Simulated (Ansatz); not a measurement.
A calculation with Ansatz (development build ahead of 0.2.0).

```yaml
crystal:
  periodic: [false, false, false]
  atoms:
    - { symbol: C, position_ang: [0.0, 0.0, 0.0] }
    - { symbol: C, position_ang: [0.0, 0.0, 1.84] }
basis:
  gaussian: { orbitals: def2-SVP }
hamiltonian:
  xc: hf
correlation:
  method: mp2
  frozen_orbitals: { C: 1 }
output:
  forces: true
```

The input is written out in the form of the current development build from the run's settings.

Output:

```json
{"Converged": "yes", "Reference energy": "-75.23968 hartree", "Correlation energy": "-0.22879 hartree", "Total energy": "-75.46847 hartree", "Spin squared of the determinant": "0.000", "Stability test": "minimum among restricted orbitals"}
```

Forces (eV/Å):
```
atom     Fx     Fy      Fz
  C1  0.000  0.000   4.880
  C2  0.000  0.000  -4.880
```

Caution: bonds are stretched, where a single reference can fail; an unrestricted determinant lies well below; other determinants can give a lower correlated total.
